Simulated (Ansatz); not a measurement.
# HOS: the cost of one run

Program: Ansatz 0.2.0, Gaussian basis. Level of theory: def2-QZVPP, core rule «outside noble gas», up to 6 orbitals frozen. These are calculated values, not measurements.

Plan: UHF; ROHF; CCSD(T) on UHF.

2 further runs of the same task are left out: 2 set aside as unsound or not needed.

## Step 1: The geometry

The geometry is a PBE0/def2-TZVP stationary point (not a proven minimum) of the parent state, kept for this charge and spin.

3 atoms, charge 1, spin multiplicity 3.

Atoms are counted from 1 here; the program's logs count them from 0.

Bond lengths: O1–S2 1.496 Å, S2–H3 1.375 Å. Angles: O1–S2–H3 104.5°.

## Step 2: UHF

in.yaml

```yaml
crystal:
  periodic: [false, false, false]
  atoms:
    - {symbol: O, position_ang: [0.000000, 0.071488, 1.012963]}
    - {symbol: S, position_ang: [0.000000, -0.073938, -0.475663]}
    - {symbol: H, position_ang: [0.000000, 1.217382, -0.947148]}
basis:
  gaussian: {orbitals: "def2-QZVPP.json"}
total_charge: 1
magnetization: {spin_polarized: true, initial_magnetization: 2}
hamiltonian: {xc: hf}
output: {orbitals: {seedname: orbitals}}
```

On the command line:

```bash
$ ansatz run in.yaml --threads 1 --pin off --events-out ev --progress --plain --max-ram 2393MiB
```

Q: Estimate wall time and peak memory on 1 thread of Arm Neoverse V1, shared host.

About 6.5 s, with a peak of 0.29 GiB.
